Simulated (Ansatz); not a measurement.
**C₂H₅NOS: up Jacob's ladder to CCSD(T)**

One table from this session's results is given with a row withheld; the runs are named, their logs left out.

Program: Ansatz 0.2.0, Gaussian basis. Level of theory: functionals in def2-TZVPP, the program's frozen cores in correlated methods. These are calculated values, not measurements.

Levels to be run: LDA (SPW92), PBE-D4, revPBE-D4, BLYP-D4, r2SCAN-D4, B97M-V, PBE0-D4, B3LYP-D4, r2SCANh-D4, r2SCAN0-D4, HSE06-D4, BHLYP-D4, CAM-B3LYP-D4, LC-ωPBE, ωB97X-V, ωB97M-V, B2PLYP, PBE-QIDH; CCSD(T)/def2-SVP; CCSD(T)/def2-TZVPP; MP2/def2-QZVPP; extrapolation to the limit; RPA on PBE.

### Structure used throughout

The geometry comes from an earlier relaxation with PBE0-D4 in a triple-zeta def2 set; it is a stationary point, not always the lowest conformer.

SMILES `CSC(=N)O`, 10 atoms, charge 0, spin multiplicity 1.

Atoms are counted from 1 here; the program's logs count them from 0.

Bond lengths: C1–S2 1.799 Å, C1–H6 1.091 Å, C1–H7 1.088 Å, C1–H8 1.088 Å, S2–C3 1.757 Å, C3–N4 1.262 Å, C3–O5 1.342 Å, N4–H9 1.014 Å, O5–H10 0.968 Å. Angles: S2–C1–H6 105.4°, S2–C1–H7 111.0°, S2–C1–H8 111.0°, H6–C1–H7 109.5°, H6–C1–H8 109.5°, H7–C1–H8 110.3°, C1–S2–C3 103.4°, S2–C3–N4 125.5°, S2–C3–O5 113.8°, N4–C3–O5 120.7°, C3–N4–H9 112.8°, C3–O5–H10 105.3°.

Coordinates:

```xyz
10
C2H5NOS
C     0.3463   -0.3401    1.6529
S    -0.0487   -1.2220    0.1356
C    -0.2167    0.0631   -1.0507
N    -0.4982   -0.0983   -2.2702
O    -0.0154    1.2920   -0.5510
H     0.4589   -1.1111    2.4160
H     1.2795    0.2104    1.5532
H    -0.4602    0.3336    1.9344
H    -0.6256   -1.0734   -2.5183
H    -0.1367    1.8947   -1.2989
```

The first run:

Input file in.yaml:

```yaml
crystal:
  periodic: [false, false, false]
  atoms:
    - {symbol: C, position_ang: [0.346345, -0.340121, 1.652936]}
    - {symbol: S, position_ang: [-0.048665, -1.222047, 0.135616]}
    - {symbol: C, position_ang: [-0.216747, 0.063056, -1.050708]}
    - {symbol: N, position_ang: [-0.498235, -0.098348, -2.270230]}
    - {symbol: O, position_ang: [-0.015444, 1.291980, -0.550959]}
    - {symbol: H, position_ang: [0.458939, -1.111118, 2.416022]}
    - {symbol: H, position_ang: [1.279470, 0.210381, 1.553169]}
    - {symbol: H, position_ang: [-0.460249, 0.333619, 1.934437]}
    - {symbol: H, position_ang: [-0.625630, -1.073353, -2.518340]}
    - {symbol: H, position_ang: [-0.136683, 1.894749, -1.298943]}
basis:
  gaussian: {orbitals: def2-TZVPP}
hamiltonian: {xc: lda}
output: {orbitals: {seedname: orbitals}}
```

Command:

```
$ ansatz run in.yaml --threads 4 --pin off --events-out ev --progress --plain --max-ram 10444MiB
```

Among the steps run: LDA; PBE-D4 (GGA); revPBE-D4 (GGA); BLYP-D4 (GGA); r2SCAN-D4 (meta-GGA); B97M-V (meta-GGA); PBE0-D4 (hybrid); B3LYP-D4 (hybrid); r2SCANh-D4 (hybrid); r2SCAN0-D4 (hybrid); HSE06-D4 (hybrid); BHLYP-D4 (hybrid); CAM-B3LYP-D4 (range-separated); LC-ωPBE (range-separated); ωB97X-V (range-separated); ωB97M-V (range-separated); B2PLYP (double hybrid); PBE-QIDH (double hybrid).

One table of the session follows, with a row left open; its other results are not shown here.

It belongs to the step «Orbital energies across the functionals». 

| functional | HOMO (eV) | LUMO (eV) | gap (eV) |
| --- | --- | --- | --- |
| LDA (SPW92) | -5.85 | -0.76 | 5.09 |
| PBE-D4 | -5.70 | -0.56 | 5.14 |
| revPBE-D4 | -5.64 | -0.48 | 5.17 |
| BLYP-D4 | -5.56 | -0.49 | 5.07 |
| r2SCAN-D4 | -5.95 | -0.25 | 5.70 |
| B97M-V | -6.00 | -0.30 | 5.70 |
| PBE0-D4 | -6.91 | 0.41 | 7.32 |
| B3LYP-D4 | -6.69 | 0.11 | 6.80 |
| r2SCANh-D4 | ? | ? | ? |
| r2SCAN0-D4 | -7.07 | 0.65 | 7.72 |
| HSE06-D4 | -6.51 | 0.03 | 6.54 |
| BHLYP-D4 | -8.00 | 1.28 | 9.28 |
| CAM-B3LYP-D4 | -8.24 | 1.39 | 9.63 |
| LC-ωPBE | -9.60 | 2.69 | 12.29 |
| ωB97X-V | -9.23 | 2.51 | 11.74 |
| ωB97M-V | -9.08 | 2.19 | 11.28 |

Q: Estimate the row for r2SCANh-D4 from the others.

Worked estimate for «HOMO (eV)». Against the share of exact exchange, r2SCAN-D4 (0, -5.95), r2SCAN0-D4 (0.25, -7.07) give a slope of -4.48 per unit share; at 0.1 the line stands at -6.40.

As computed: HOMO (eV): -6.39; LUMO (eV): 0.13; gap (eV): 6.52. In «HOMO (eV)» the line misses by -0.01.
